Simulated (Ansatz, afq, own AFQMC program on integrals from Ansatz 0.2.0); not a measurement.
Integrals from Ansatz 0.2.0, then the random walk in our own AFQMC program (afq).

```yaml
crystal:
  periodic: [false, false, false]
  atoms:
    - {symbol: Br, position_ang: [-0.919720, 0.015876, 0.000000]}
    - {symbol: H, position_ang: [0.929280, 0.015876, 0.000000]}
    - {symbol: Si, position_ang: [2.369280, 0.015876, 0.000000]}
    - {symbol: H, position_ang: [2.981460, -0.858408, 1.090012]}
    - {symbol: H, position_ang: [2.981460, -0.858408, -1.090012]}
basis:
  gaussian: {orbitals: cc-pVTZ}
magnetization: {spin_polarized: false}
correlation: {method: ccsd_t, electrons: outside_noble_gas, hamiltonian_folder: ham}
```

```sh
$ ansatz run in.yaml --threads 1 --pin off --events-out ev --progress --plain --max-ram 16896MiB --backend cuda --devices 0, --max-vram 18GiB
```

afq runs on the folder ham with

```
--method phaseless --trial cisd --walkers 2100 --populations 20 --least-time 60 --time-step 0.005 --steps-per-block 50 --equilibration-blocks 28 --max-blocks 4000 --target-error 0.00022 --factor-cut 1e-05 --seed 6253 --release-times 0.24,0.51,0.99,1.62,2.4 --release-step 0.03 --release-every 3 --taylor-order 6
```

Times are imaginary, in 1/Eh. The walk had a cap of 241 s. With eight or more populations the least sampling time is a fifth of least-time, and the error comes from their spread. Filled inner d shells are frozen with the cores.

afq prints:

```
orbitals 100  electrons 7 7  factors 643 of 710
reference energy -2863.01642395 Eh
CCSD correlation -0.35318391 Eh in 17 cycles, weight of the determinant in the CISD state 0.7868
energy of the start -2863.369615 Eh
 block  time / (1/Eh)  mean weight  energy / Eh
     1     0.250  0.9998  -2863.362041
     2     0.500  0.9996  -2863.365556
     3     0.750  0.9996  -2863.370479
     4     1.000  1.0001  -2863.374480
     5     1.250  0.9999  -2863.377111
     7     1.750  0.9995  -2863.381650
     9     2.250  1.0003  -2863.381984
    13     3.250  1.0001  -2863.384437
    21     5.250  0.9997  -2863.387864
    29     7.250  0.9994  -2863.389645
    37     9.250  0.9994  -2863.387757
    45    11.250  1.0001  -2863.389678
    53    13.250  0.9996  -2863.389258
    61    15.250  1.0001  -2863.388432
    69    17.250  1.0002  -2863.388354
    77    19.250  1.0001  -2863.389402
    85    21.250  1.0002  -2863.389430
    93    23.250  1.0002  -2863.391655
   101    25.250  1.0003  -2863.390815
   109    27.250  0.9999  -2863.391088
   117    29.250  0.9995  -2863.387160
   121    30.250  0.9999  -2863.386326
   125    31.250  1.0000  -2863.389872
   133    33.250  1.0004  -2863.387861
   141    35.250  1.0001  -2863.387420
   149    37.250  0.9997  -2863.387432
   157    39.250  0.9998  -2863.389844
   165    41.250  0.9996  -2863.387117
   173    43.250  1.0001  -2863.390434
   177    44.250  0.9998  -2863.390103
error from the spread of 20 populations
released: time / (1/Eh)  energy / Eh  error  mean overlap
  0.24  -2863.390077  0.000220  0.9972
  0.51  -2863.390275  0.000197  0.9937
  0.99  -2863.390812  0.000249  0.9858
  1.62  -2863.390661  0.000244  0.9842
  2.40  -2863.390376  0.000583  0.9962
energy -2863.389225 +/- 0.000206 Eh
(rows thinned)
```

The run passed its tests (sampling time, drift between the halves within three errors, error under three times the target), which doesn't prove that it has relaxed.

Against this walk (error 5.6 meV) on the same determinant: CCSD(T) 0.5 meV lower (within the noise), CCSDT(Q) 103.6 meV lower. The error is statistical and leaves out the bias of the constraint. None of these is a sure reference here. Released to 1.62 1/Eh the energy lies 39 ± 9 meV (both errors) below the phaseless value, which shows part or all of the bias of the constraint, and CCSDT(Q) lies 64.5 meV below the released value.

Cautions: constraint bias not in the error; no relativity below Rb; no spin-orbit coupling; inner d shell frozen; higher spins were not checked; restricted determinant unstable towards unrestricted (UHF 1.15 eV lower, ⟨S²⟩ 0.92); strong correlation (T1 0.035, weight of the determinant 0.79, largest double 0.24); released walk and highest rung disagree (by 65 meV at 1.62 1/Eh, later times being noisier); the bias of populations of 105 walkers isn't removed.

The walk took 3.8 min on 1 × NVIDIA H100 80GB HBM3 with 2 threads of AMD EPYC 7R13 Processor (Zen 3) (shared host) (the card was shared). The log's last line is the phaseless energy.

CCSDT and higher add their correlation energy to the determinant of the CCSD(T) run, since their own runs factorise the integrals more tightly (a shift of under 2 meV). A walk keeps the symmetry of its determinant, which the program's search chose and which needn't be the lowest solution, so a lower state of the same spin and another symmetry isn't excluded.
